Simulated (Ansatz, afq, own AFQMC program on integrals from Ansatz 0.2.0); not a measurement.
## AlNH3, doublet → AlNH₃⁺, singlet

```yaml
atoms:
  - { symbol: Al, position_ang: [0.0000, -0.1040, 0.6488] }
  - { symbol: N, position_ang: [0.0000, 0.0875, -1.1147] }
  - { symbol: H, position_ang: [0.0000, 1.2565, 1.4988] }
  - { symbol: H, position_ang: [0.0000, 0.9771, -1.5913] }
  - { symbol: H, position_ang: [0.0000, -0.6657, -1.7833] }
```

Connectivity, by distances: AlH–NH2.

E(singlet, charge +1) − E(doublet, charge +0) at this geometry, on UHF and RHF determinants.

Basis cc-pVDZ. Noble-gas cores (and the filled d shells of Ga–Kr and In–Xe) are frozen. AFQMC by an in-house program on the Cholesky factors that Ansatz 0.2.0 writes for its CCSD(T) run. The CISD trial takes its coefficients from CCSD amplitudes. Released means that phaseless walkers are propagated on without the constraint, phases kept. Free projection: walkers drawn from exp(T), propagated without any constraint. Its projection time is finite, and what remains of the start isn't in its error. ± is one standard error of the sampling. The errors of all members are added in quadrature.

No full CI on the walks' own integrals is used here; CCSDT(Q) serves as the reference and is uncertain by about the last step of the cluster series. Each member takes its own surest rung, up to full CI.

The best estimate is CCSD(T) at the basis-set limit (CBS: def2-TZVPP and def2-QZVPP, with their diffuse functions for anions and beside diffuse sets, CCSD(T) itself extrapolated) plus the step from CCSD(T) to CCSDT(Q) in cc-pVDZ. Rows without CBS are in cc-pVDZ, the functionals in def2-TZVP; B2PLYP and the wave-function rows carry a basis error of their own. Core correlation and relativity beyond core potentials are missing, and ± holds the sampling alone.

Cautions: AlNH₃ (doublet): the released energies move by 1.5 errors or more from one time to the next, so no released level is given (meV from the phaseless value at times in 1/Eh: 1 ± 4 at 0.24, -7 ± 4 at 0.51, -6.7 ± 2.1 at 0.99, 3 ± 3 at 1.62, -4 ± 4 at 2.40), though the last usable value meets CCSDT(Q) within the noise; AlNH₃⁺ (singlet): raised T1 diagnostic (T1 0.021, weight of the determinant 0.89, largest double 0.07), the released energies are still falling, so no released level is given (meV from the phaseless value at times in 1/Eh: -6 ± 4 at 0.24, -4 ± 4 at 0.51, -10 ± 5 at 0.99, -10 ± 4 at 1.62, -16 ± 6 at 2.40).

```
level  vertical ionization energy (eV)
  PBE                            7.722
   HF                            7.554
B3LYP                            7.824
```

Problem. From these cheaper values, estimate the vertical ionization energy at the level of the best estimate.

Solution. 7.744 eV (best estimate, highest rung CCSDT(Q)).

```csv
level,vertical ionization energy (eV),error against the best estimate (eV)
MP2,7.547,-0.197
CCSD,7.575,-0.169
CCSD(T),7.565,-0.179
CCSDT,7.567,-0.177
CCSDT(Q),7.564,-0.180
ph-AFQMC/CISD,7.567 ± 0.007,-0.177 ± 0.007
free AFQMC,7.563 ± 0.004,-0.182 ± 0.004
HF/CBS,7.593,-0.151
MP2/CBS,7.711,-0.033
CCSD(T)/CBS,7.743,-0.001
r2SCAN,7.868,0.123
PBE0,7.823,0.079
wB97M-V,7.582,-0.162
B2PLYP,7.700,-0.044
```

Correlation beyond CCSD(T) changes it by less than 2 meV. Going to the basis-set limit adds 0.177 eV at CCSD(T). The perturbative (T) step is worth −0.010 eV. The functionals spread over 0.286 eV; PBE and B2PLYP come nearest and wB97M-V is 0.162 eV too low.

Best estimates are given only where the step beyond CCSD(T) is under 0.3 eV and no member's determinant is very poor (T1 over 0.05, or 0.07 for open shells, ⟨S²⟩ too high by 0.3, two states mixed), so the hardest cases are missing from such tables.

The functionals ran in a triple-zeta set and keep a basis error of their own, a few kJ/mol for each bond in atomization energies and more for double hybrids, so close places among them and the extrapolated levels can swap.

CCSDT and higher add their correlation energy to the determinant of the CCSD(T) run, since their own runs factorise the integrals more tightly (a shift of under 2 meV). Free projections are given only where their last times agree within the noise and don't stop above the reference; a slow remainder of the start can still hide under it. Each member of a difference takes its own highest rung, so a best estimate needn't equal the limit plus the step of one row. A walk keeps the symmetry of its determinant, which the program's search chose and which needn't be the lowest solution, so a lower state of the same spin and another symmetry isn't excluded.
